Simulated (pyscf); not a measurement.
Routes from HO–SiH(Cl)–Cl (SMILES O[SiH](Cl)Cl)

Candidate steps break at most two bonds and form at most two. Each was searched with GFN2-xTB (tblite) first. Structures and frequencies: ωB97X-D3(BJ)/def2-SVP in PySCF. Energies: ωB97M-D3(BJ)/def2-TZVP, eV, from the reactant's lowest minimum found, singlet surface; ΔG‡ with ideal gas, 1 atm, RRHO with modes under 100 cm⁻¹ raised to 100, one conformer, R ln 2 for chiral ones without a mode under 150 cm⁻¹.

```csv
products,type,ΔE‡,ΔE,ΔG‡ 298 K,ΔG‡ 900 K,ν‡ (cm⁻¹)
O=Si(Cl)–Cl + H₂,elimination,2.94,+2.30,2.82,2.90,1290i
Cl–Si:–Cl [singlet] + H₂O,"1,1-elimination",3.46,+2.59,3.33,3.29,1596i
```

Row 2: On the product side the descent ends in an adduct with a O–Si contact, 0.65 eV under the separated species and 1.44 eV under the saddle at ωB97X-D3(BJ)/def2-TZVP. 

Plain bond fissions and candidates not yet searched are not listed, and one of them may be faster. Each barrier is that of the saddle found; lower ones may exist.
